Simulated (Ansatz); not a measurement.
# Cl2O2S: the cost of one run

Computed with Ansatz 0.2.0 (the levels named in each step, unless a step's input says otherwise).

### Step 1. The structure to begin with

Bond lengths: O1–S2 1.418 Å, S2–O3 1.418 Å, S2–Cl4 2.039 Å, S2–Cl5 2.038 Å. Angles: O1–S2–O3 120.7°, O1–S2–Cl4 108.2°, O1–S2–Cl5 108.3°, O3–S2–Cl4 108.3°, O3–S2–Cl5 108.3°, Cl4–S2–Cl5 101.2°.

Coordinates:

```xyz
5

O    -0.0599   -1.2683   -1.1759
S    -0.0316   -0.5123    0.0234
O    -0.0900   -1.1542    1.2863
Cl   -1.5235    0.8744   -0.0608
Cl    1.6198    0.6822   -0.0101
```

### Step 2. A rough first relaxation, PBE-D4/def2-SVP

This run stands in another session on the same molecule. It ended at:

```xyz
5

O    -0.0595   -1.2894   -1.2307
S    -0.0337   -0.5455    0.0249
O    -0.0926   -1.1700    1.3428
Cl   -1.5464    0.9110   -0.0621
Cl    1.6471    0.7157   -0.0120
```

### Step 3. Relaxation, r2SCAN-D4/def2-TZVPP

input.yaml reads:

```yaml
crystal:
  periodic: [false, false, false]
  atoms:
    - { symbol: O, position_ang: [-0.05952101, -1.28936634, -1.23070011] }
    - { symbol: S, position_ang: [-0.03373806, -0.54550599, 0.0248783] }
    - { symbol: O, position_ang: [-0.09262182, -1.17003676, 1.34281753] }
    - { symbol: Cl, position_ang: [-1.54643889, 0.91102233, -0.06212055] }
    - { symbol: Cl, position_ang: [1.64714979, 0.71566675, -0.01197517] }
basis:
  gaussian: { orbitals: def2-TZVPP }
hamiltonian:
  xc: r2scan
  dispersion: d4
relax:
  f_tol: 0.002
  max_steps: 150
```

Run with:

```bash
$ ansatz run input.yaml --threads 4 --pin off --max-ram 10240MiB --backend cpu --events-out ev --progress --plain --runs-dir out
```

Q: Estimate wall time and peak memory on 4 threads of Arm Neoverse V2, shared host.

About 26 s, with a peak of 0.28 GiB.
